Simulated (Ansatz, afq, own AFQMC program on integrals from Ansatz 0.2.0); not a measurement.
# SiP, quartet: AFQMC among the cluster methods

```xyz
2

Si    0.0000    0.0000    0.0000
P     0.0000    0.0000    2.0930
```

Basis 6-31G. Only valence electrons are correlated. Integrals, coupled cluster, full CI and functionals: Ansatz 0.2.0; the random walks run on the same integrals in our own AFQMC program. ph-AFQMC/CISD is guided by a CISD state made of CCSD amplitudes; releasing the constraint for a short imaginary time cuts its bias at the price of noise, slowly where states lie close. Uncertainties: one standard error, sampling alone.

Determinant: ROHF, the one that the program's search chose, which needn't be the lowest solution. The geometry is a point of a scan.

Full CI on the same integrals is exact in this basis and with this determinant's frozen core.

Cautions: lower spins were not checked; the search met a lower determinant of the same kind, perhaps of another symmetry (246 meV lower); strong correlation (T1 0.040, weight of the determinant 0.76, largest double 0.38); (T) is large, 8 % of the CCSD correlation; CCSD(T) is in doubt: in a space of 9 electrons in 9 natural orbitals full CI lies 120 meV below it; the CCSDT(Q) amplitudes may be one of several solutions (largest double 0.93); the CCSDTQ amplitudes may be one of several solutions (largest double 0.98); the ph-AFQMC/CISD walk drifts between its halves (2.6 errors); the released energy hasn't reached full CI (218 meV above it at 2.40 1/Eh), so no released level is given (meV from the phaseless value at times in 1/Eh: -2 ± 4 at 0.24, -5 ± 3 at 0.51, -13 ± 3 at 0.99, -21 ± 3 at 1.62, -20 ± 7 at 2.40); the determinant fills πx and πy unequally, so it mixes two states of the linear molecule, and each level undoes that mixture to a different degree, while full CI gives the lower state.

```
T1 diagnostic                               : 0.0399
weight of the determinant in the CISD state : 0.765
size of the correlated space                : 9 electrons in 16 orbitals
```

Reference: full CI, correlation energy -3.008 eV. The cautions show a poor starting determinant, so the rows tell how each method copes with it here, and full CI is the sure value.

```
        level  E − E(reference) (kJ/mol)  share of correlation (%)
           HF                      290.2                      0.00
          MP2                       99.4                     65.76
         CCSD                       38.4                     86.76
      CCSD(T)                       18.8                     93.51
        CCSDT                        2.9                     98.99
     CCSDT(Q)                       -1.1                    100.37
       CCSDTQ                        0.2                     99.95
ph-AFQMC/CISD                 23.0 ± 0.4                     92.09
```

CCSDT and higher add their correlation energy to the determinant of the CCSD(T) run, since their own runs factorise the integrals more tightly (a shift of under 2 meV).
